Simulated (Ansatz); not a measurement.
For zinc-blende CdSe, PBE (Ansatz, a program for electronic structure, plane waves, PAW) gives:

| Quantity | Value |
|---|---|
| equilibrium lattice constant a | 6.196 Å |
| formation enthalpy | -0.633 eV/atom |

Q: What does r²SCAN-D4 in Ansatz (plane waves, PAW) give for the same quantities?

A: 
- lattice constant a: 6.110 Å (shrinks by 1.4 %)
- formation enthalpy: -0.749 eV/atom (moves by -0.116 eV/atom)

For comparison: lattice constant a 6.077 Å (measured, room temperature, no zero-point or thermal correction, our sources range from 6.052 to 6.084; as tabulated in arXiv:1206.3780).

Changes are worked out from the printed values.

Unless a cell is named, each level is at its own relaxed cell (PBE 29.73, r²SCAN-D4 28.51 Å³/atom).

Ansatz's density-functional and Hartree–Fock values are scalar-relativistic unless marked +SOC, with PAW data made under PBE.
